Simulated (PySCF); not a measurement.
# CCSD(T)/STO-3G run of [AlH4]− (SMILES [AlH4-])

What is the vertical singlet–triplet gap of [AlH4]− at CCSD(T)/STO-3G? The job is set up through a Python script.

The calculation is run with PySCF 2.14.0.

11 further runs of the same task are left out: 11 set aside as unsound or not needed.

### 1 The molecule

The species is [AlH4]− (5 atoms), meant as a singlet with charge -1. As SMILES, `[AlH4-]`. Geometry: a GFN2-xTB relaxation, a rough one for these elements and not checked as a minimum.

Bond lengths: Al1–H2 1.628 Å, Al1–H3 1.628 Å, Al1–H4 1.628 Å, Al1–H5 1.627 Å. Angles: H2–Al1–H3 109.4°, H2–Al1–H4 109.5°, H2–Al1–H5 109.4°, H3–Al1–H4 109.5°, H3–Al1–H5 109.4°, H4–Al1–H5 109.6°.

### 2 A single-point energy at CCSD(T)/STO-3G

The input, start.xyz:

```xyz
5
AlH4
Al    -0.000020     0.000060    -0.001080
H      1.443510    -0.504270     0.556410
H     -1.182970    -0.604500     0.939130
H     -0.203840    -0.517130    -1.530710
H     -0.056670     1.625850     0.036250
```

The input, run.py:

```python
from pyscf import gto, scf, cc

mol = gto.Mole()
mol.atom = 'start.xyz'
mol.verbose = 4
mol.basis = 'sto-3g'
mol.max_memory = 1860
mol.charge = -1
mol.build()

mf = scf.RHF(mol)
mf.conv_tol = 1e-10
mf.kernel()
if not mf.converged:
    mf = mf.newton().run(mf.mo_coeff, mf.mo_occ)

mycc = cc.CCSD(mf, frozen=5)
mycc.kernel()
e_t = mycc.ccsd_t()
e_tot = mycc.e_tot + e_t
print('Final energy', e_tot)
```

On the command line:

```console
$ OMP_NUM_THREADS=1 python run.py
```

The log of the run:

```text
PySCF version 2.14.0

[INPUT] num. atoms = 5
[INPUT] num. electrons = 18
[INPUT] charge = -1
[INPUT] spin (= nelec alpha-beta = 2S) = 0
[INPUT] symmetry False subgroup None
[INPUT] Mole.unit = angstrom
[INPUT] Symbol           X                Y                Z      unit          X                Y                Z       unit  Magmom
[INPUT]  1 Al    -0.000020000000   0.000060000000  -0.001080000000 AA   -0.000037794522   0.000113383567  -0.002040904215 Bohr   0.0
[INPUT]  2 H      1.443510000000  -0.504270000000   0.556410000000 AA    2.727838558071  -0.952932192834   1.051462512969 Bohr   0.0
[INPUT]  3 H     -1.182970000000  -0.604500000000   0.939130000000 AA   -2.235489313577  -1.142339442300   1.774698495363 Bohr   0.0
[INPUT]  4 H     -0.203840000000  -0.517130000000  -1.530710000000 AA   -0.385201773231  -0.977234070796  -2.892622676133 Bohr   0.0
[INPUT]  5 H     -0.056670000000   1.625850000000   0.036250000000 AA   -0.107090779479   3.072411219624   0.068502572015 Bohr   0.0

nuclear repulsion = 18.1028843669443
number of shells = 9
number of NR pGTOs = 39
number of NR cGTOs = 13
basis = sto-3g
ecp = {}

******** <class 'pyscf.scf.hf.RHF'> ********
method = RHF
initial guess = minao
damping factor = 0
level_shift factor = 0
DIIS = <class 'pyscf.scf.diis.CDIIS'>
diis_start_cycle = 1
diis_space = 8
diis_damp = 0
SCF conv_tol = 1e-10
SCF conv_tol_grad = None
SCF max_cycles = 50
direct_scf = True
direct_scf_tol = 1e-13
Set gradient conv threshold to 1e-05
Initial guess from minao.
init E= -240.561017808134
  HOMO = -0.29368933036163  LUMO = 0.34937777465929  gap/eV = 17.49875
cycle= 1 E= -241.138704197873  delta_E= -0.578  |g|= 0.116  |ddm|=  1.9
  HOMO = -0.047275965818914  LUMO = 0.80496652198012  gap/eV = 23.19070
cycle= 2 E= -241.146692799585  delta_E= -0.00799  |g|= 0.0293  |ddm|= 0.225
  HOMO = -0.0514842149454283  LUMO = 0.809201890492055  gap/eV = 23.42046
cycle= 3 E= -241.147237022549  delta_E= -0.000544  |g|= 0.00147  |ddm|= 0.0732
  HOMO = -0.0509720569132522  LUMO = 0.809910427735658  gap/eV = 23.42581
cycle= 4 E= -241.147237561685  delta_E= -5.39e-07  |g|= 7.12e-05  |ddm|= 0.00192
  HOMO = -0.0509382813926553  LUMO = 0.809908115717579  gap/eV = 23.42482
cycle= 5 E= -241.147237562435  delta_E= -7.49e-10  |g|= 1.08e-06  |ddm|= 4.9e-05
  HOMO = -0.050938315653548  LUMO = 0.809910204137642  gap/eV = 23.42488
cycle= 6 E= -241.147237562435  delta_E= -8.53e-13  |g|= 8.41e-08  |ddm|= 2.22e-06
  HOMO = -0.0509383048688238  LUMO = 0.809910195602575  gap/eV = 23.42488
Extra cycle  E= -241.147237562435  delta_E= 3.41e-13  |g|= 1.92e-08  |ddm|= 1.73e-07
converged SCF energy = -241.147237562435

******** <class 'pyscf.cc.ccsd.CCSD'> ********
CC2 = 0
CCSD nocc = 4, nmo = 8
frozen orbitals 5
max_cycle = 50
direct = 0
conv_tol = 1e-07
conv_tol_normt = 1e-05
diis_space = 6
diis_start_cycle = 0
diis_start_energy_diff = 1e+09
Init t2, MP2 energy = -241.188161479096  E_corr(MP2) -0.0409239166606168
Init E_corr(CCSD) = -0.040923916660617
cycle = 1  E_corr(CCSD) = -0.0531216453766191  dE = -0.0121977287  norm(t1,t2) = 0.0396798
cycle = 2  E_corr(CCSD) = -0.0573631826642636  dE = -0.00424153729  norm(t1,t2) = 0.0149763
cycle = 3  E_corr(CCSD) = -0.0598063603766586  dE = -0.00244317771  norm(t1,t2) = 0.00561098
cycle = 4  E_corr(CCSD) = -0.0598077677202093  dE = -1.40734355e-06  norm(t1,t2) = 0.000352834
cycle = 5  E_corr(CCSD) = -0.0598106135174051  dE = -2.8457972e-06  norm(t1,t2) = 8.51899e-05
cycle = 6  E_corr(CCSD) = -0.0598119805023018  dE = -1.3669849e-06  norm(t1,t2) = 1.40108e-05
cycle = 7  E_corr(CCSD) = -0.0598117106545566  dE = 2.69847745e-07  norm(t1,t2) = 2.53068e-06
cycle = 8  E_corr(CCSD) = -0.0598117787440917  dE = -6.80895351e-08  norm(t1,t2) = 3.60662e-07
CCSD converged
E(CCSD) = -241.2070493411792  E_corr = -0.05981177874409167
CCSD(T) correction = -0.000314736574169364
Final energy -241.20736407775343
```

Wall time 0.72 s (1 thread of Arm Neoverse V1, shared host); peak memory 0.1 GiB.

### 3 The triplet

The input, input.py:

```python
from pyscf import gto, scf, cc

molecule = gto.M(
    atom=[
    ('Al', (-0.000020, 0.000060, -0.001080)),
    ('H', (1.443510, -0.504270, 0.556410)),
    ('H', (-1.182970, -0.604500, 0.939130)),
    ('H', (-0.203840, -0.517130, -1.530710)),
    ('H', (-0.056670, 1.625850, 0.036250)),
],
    verbose=4,
    max_memory=1860,
    charge=-1,
    spin=2,
    basis='sto-3g',
)

mf = scf.UHF(molecule)
mf.conv_tol = 1e-10
mf.kernel()
if not mf.converged:
    mf = mf.newton().run(mf.mo_coeff, mf.mo_occ)

mycc = cc.CCSD(mf, frozen=5)
mycc.kernel()
e_t = mycc.ccsd_t()
e_tot = mycc.e_tot + e_t
print('E = %.10f Eh' % e_tot)
```

On the command line:

```console
$ OMP_NUM_THREADS=1 python input.py
```

The log of the run:

```text
PySCF version 2.14.0

[INPUT] num. atoms = 5
[INPUT] num. electrons = 18
[INPUT] charge = -1
[INPUT] spin (= nelec alpha-beta = 2S) = 2
[INPUT] symmetry False subgroup None
[INPUT] Mole.unit = angstrom
[INPUT] Symbol           X                Y                Z      unit          X                Y                Z       unit  Magmom
[INPUT]  1 Al    -0.000020000000   0.000060000000  -0.001080000000 AA   -0.000037794522   0.000113383567  -0.002040904215 Bohr   0.0
[INPUT]  2 H      1.443510000000  -0.504270000000   0.556410000000 AA    2.727838558071  -0.952932192834   1.051462512969 Bohr   0.0
[INPUT]  3 H     -1.182970000000  -0.604500000000   0.939130000000 AA   -2.235489313577  -1.142339442300   1.774698495363 Bohr   0.0
[INPUT]  4 H     -0.203840000000  -0.517130000000  -1.530710000000 AA   -0.385201773231  -0.977234070796  -2.892622676133 Bohr   0.0
[INPUT]  5 H     -0.056670000000   1.625850000000   0.036250000000 AA   -0.107090779479   3.072411219624   0.068502572015 Bohr   0.0

nuclear repulsion = 18.1028843669443
number of shells = 9
number of NR pGTOs = 39
number of NR cGTOs = 13
basis = sto-3g
ecp = {}

******** <class 'pyscf.scf.uhf.UHF'> ********
method = UHF
initial guess = minao
damping factor = 0
level_shift factor = 0
DIIS = <class 'pyscf.scf.diis.CDIIS'>
diis_start_cycle = 1
diis_space = 8
diis_damp = 0
SCF conv_tol = 1e-10
SCF conv_tol_grad = None
SCF max_cycles = 50
direct_scf = True
direct_scf_tol = 1e-13
number electrons alpha = 10  beta = 8
Set gradient conv threshold to 1e-05
init E= -240.561017808134
[... the frontier-level lines of each cycle are left out ...]



[... 4 lines left out ...]
[... 5 lines left out ...]
[... 5 lines left out ...]
[... 5 lines left out ...]
[... 5 lines left out ...]
[... 5 lines left out ...]
[... 5 lines left out ...]
[... 5 lines left out ...]
[... 5 lines left out ...]
[... 5 lines left out ...]
[... 5 lines left out ...]
[... 5 lines left out ...]
[... 5 lines left out ...]
[... 5 lines left out ...]
[... 5 lines left out ...]
[... 2 lines left out ...]
converged SCF energy = -240.677522729612  <S^2> = 2.0028448  2S+1 = 3.001896
[... 12 lines left out ...]
Init t2, MP2 energy = -0.038585006069203
[... 32 lines left out ...]
UCCSD converged
[... 2 lines left out ...]
E = -240.7630260677 Eh
```

Run time: 0.91 s. Hardware: 1 thread of Arm Neoverse V1, shared host; peak memory 0.1 GiB.

### 4 Results

At CCSD(T)/STO-3G, 5 core orbitals frozen:

| quantity | value |
| --- | --- |
| singlet: total energy | -241.20736 Eh |
| singlet: HOMO energy (Hartree–Fock orbitals) | -1.39 eV |
| singlet: LUMO energy (Hartree–Fock orbitals) | 22.04 eV |
| singlet: HOMO–LUMO gap (to an unbound level, set by the basis) | 23.42 eV |
| singlet: correlation energy (5 core orbitals frozen) | -60.1 mEh |
| singlet: (T) correction | -0.31 mEh |
| singlet: T1 diagnostic | 0.009 |
| triplet: total energy | -240.76303 Eh |
| triplet: HOMO energy (Hartree–Fock orbitals) (highest over α and β) | 11.78 eV |
| triplet: correlation energy (5 core orbitals frozen) | -85.5 mEh |
| triplet: (T) correction | -1.44 mEh |
| triplet: ⟨S²⟩ of the reference determinant | 2.003 |
| triplet: T1 diagnostic | 0.028 |
| vertical energy of the triplet above the singlet | 12.091 eV |

**Reading.** At this shape the triplet lies 12.09 eV (1167 kJ/mol) above the singlet. For an anion a state so high probably lies above electron detachment. In a minimal basis such a difference can be off by several eV, whatever the method. Mulliken charges (singlet) of the mean-field density run from -0.42 on H3 to +0.68 on Al1; they depend strongly on the basis. The triples (singlet) make up 0.5 % of the correlation energy. The triples (triplet) make up 1.7 % of the correlation energy. The HOMO (triplet) lies at positive energy, 11.78 eV: the electron is unbound at this level or held by a compact basis; values depend on the basis.
